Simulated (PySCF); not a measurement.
Isomers of C4H4S2, one conformer each; single-point electronic energies without zero-point terms and without any empirical dispersion term.

All values: wB97X-D/pcSseg-2 (PySCF, non-relativistic), each on one gas-phase PBE0-D3(BJ)/def2-TZVP geometry that isn't relaxed in the solvent. The solvent is an IEF-PCM continuum (Bondi radii, 1.10 Å for H, scaled by 1.2). Only the electrostatic response of the medium enters.

| isomer | relative energy, gas (kcal/mol) | dipole (D) |
| --- | --- | --- |
| `Sc1ccsc1` | 0.0 | 1.32 |
| `Sc1cccs1` | 0.3 | 1.59 |

**Question.** How do the relative energies look in chloroform (ε = 4.711)?

**Answer.** 
```json
{"isomer": "`Sc1ccsc1`", "relative energy, solvent (kcal/mol)": "0.0", "E(solvent) − E(gas) (kcal/mol)": "-2.8", "dipole in solvent (D)": "1.64"}
{"isomer": "`Sc1cccs1`", "relative energy, solvent (kcal/mol)": "0.6", "E(solvent) − E(gas) (kcal/mol)": "-2.5", "dipole in solvent (D)": "1.96"}
```

The order is unchanged. Conformers: `[SH:1][c:2]1[cH:3][cH:4][s:5][cH:6]1` with H–S1–C2–C3 -58°; `[SH:1][c:2]1[cH:3][cH:4][cH:5][s:6]1` with H–S1–C2–C3 -104°. `Sc1ccsc1` gains most from the continuum, while `Sc1cccs1` has the largest gas-phase dipole. The gains span 0.3 kcal/mol, the gas-phase energies 0.3 kcal/mol.
